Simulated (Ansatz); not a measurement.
Reaction (SMILES): C#C (C2H2) + 3 [H][H] (H2) → 2 C (CH4)
B3LYP-D3(BJ)/def2-TZVP geometries, fixed; electronic energies without zero-point terms.

Basis-set convergence of the energy of full hydrogenation at r2SCAN with Ansatz (a first-principles code). Cartesian d functions, on some or all atoms, in 6-31+G*; all else is spherical. The program fits the integrals of some runs and decomposes those of others, by size. No added dispersion term, no relativity. Functions are those of the species that has most. Reference: the value in aug-pcseg-3, -113.11 kcal/mol, itself unsure by roughly 0.03 kcal/mol (its mean distance from aug-cc-pVQZ, def2-QZVPPD, pcseg-3).

```json
[
 {"basis": "3-21G", "functions": "22", "energy of full hydrogenation (kcal/mol)": "-119.87"},
 {"basis": "6-31G", "functions": "22", "energy of full hydrogenation (kcal/mol)": "-119.80"},
 {"basis": "pcseg-0", "functions": "22", "energy of full hydrogenation (kcal/mol)": "-116.90"},
 {"basis": "def2-SVP", "functions": "38", "energy of full hydrogenation (kcal/mol)": "___"},
 {"basis": "6-31+G*", "functions": "42", "energy of full hydrogenation (kcal/mol)": "-117.86"},
 {"basis": "aug-cc-pVDZ", "functions": "64", "energy of full hydrogenation (kcal/mol)": "-118.36"},
 {"basis": "6-311++G(2d,2p)", "functions": "74", "energy of full hydrogenation (kcal/mol)": "-114.63"},
 {"basis": "cc-pVTZ", "functions": "88", "energy of full hydrogenation (kcal/mol)": "___"},
 {"basis": "pcseg-2", "functions": "88", "energy of full hydrogenation (kcal/mol)": "-113.38"},
 {"basis": "def2-TZVPP", "functions": "90", "energy of full hydrogenation (kcal/mol)": "-113.41"},
 {"basis": "jun-cc-pV(T+d)Z", "functions": "106", "energy of full hydrogenation (kcal/mol)": "___"},
 {"basis": "aug-cc-pVTZ", "functions": "138", "energy of full hydrogenation (kcal/mol)": "___"},
 {"basis": "def2-QZVPP", "functions": "177", "energy of full hydrogenation (kcal/mol)": "-113.06"}
]
```

### Question
Fill in the missing entries.

### Answer

- def2-SVP, energy of full hydrogenation (kcal/mol): -119.50
- cc-pVTZ, energy of full hydrogenation (kcal/mol): -113.66
- jun-cc-pV(T+d)Z, energy of full hydrogenation (kcal/mol): -113.48
- aug-cc-pVTZ, energy of full hydrogenation (kcal/mol): -113.35
